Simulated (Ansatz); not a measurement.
A made-up structure of CH2N, doublet:

| atom | x (Å) | y (Å) | z (Å) |
| --- | --- | --- | --- |
| C1 | -0.0136 | -0.0110 | -0.0145 |
| N2 | 0.7273 | 0.5884 | 0.7738 |
| H3 | -0.8710 | 0.4878 | -0.4868 |
| H4 | 1.2609 | 0.9090 | 1.5818 |

It is relaxed with PBE-D4/def2-SVP and then PBE0-D4/def2-TZVP (Ansatz 0.2.0). Atoms count as bonded within 1.22 times the sum of their covalent radii (H–H: 0.88 Å). The end point is not checked to be a true minimum.

Task: Does its bonding change? (Judge from chemistry; the calculation decides.)

Result: By the calculation: No: no bond forms or breaks.

Where it ends: The first stage lowers the energy by 0.67 eV in 9 steps. It ends as CH₂N ([CH][NH]):
C1  (0.075, 0.140, 0.055)
N2  (0.502, 0.892, 0.924)
H3  (-0.826, 0.312, -0.547)
H4  (1.353, 0.631, 1.422)
(Å)

Labels in which every atom is bracketed show which atoms are joined, not bond orders.

For scale, one of the runs: PBE0-D4/def2-TZVP relaxation, 74 basis functions, launched by `ansatz run in.yaml --threads 2 --pin off --events-out ev --progress --plain --max-ram 4352MiB`. The run took about 4 s on 2 CPU threads of an Arm Neoverse V2 (shared host).
